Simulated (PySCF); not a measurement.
Process, species as SMILES: ClC(Cl)Cl + 3 [H][H] (H2) → C (CH4) + 3 Cl (HCl)
B3LYP-D3(BJ)/def2-TZVP geometries, fixed; electronic energies without zero-point terms.

Effect of the SCF energy threshold at r2SCAN/aug-cc-pV(T+d)Z with PySCF, against the last row, where the energy of full hydrogenation is -67.88 kcal/mol.

| setting | SCF cycles, largest species | largest shift of a total energy (mEh) | shift of the energy of full hydrogenation (kcal/mol) |
|---|---|---|---|
| conv_tol: 1e-4 | 6 | 0.022 | 0.042 |
| conv_tol: 1e-5 | 6 | 0.001 | 0.000 |
| conv_tol: 1e-6 | 7 | 0.000 | 0.000 |
| conv_tol: 1e-7 | 8 | 0.000 | 0.000 |
| conv_tol: 1e-11 | 10 | 0.000 | 0.000 |

Within 0.02 kcal/mol in the energy of full hydrogenation: conv_tol: 1e-5; conv_tol: 1e-6; conv_tol: 1e-7. The largest shift is 0.022 mEh in a total energy and 0.042 kcal/mol in the difference.
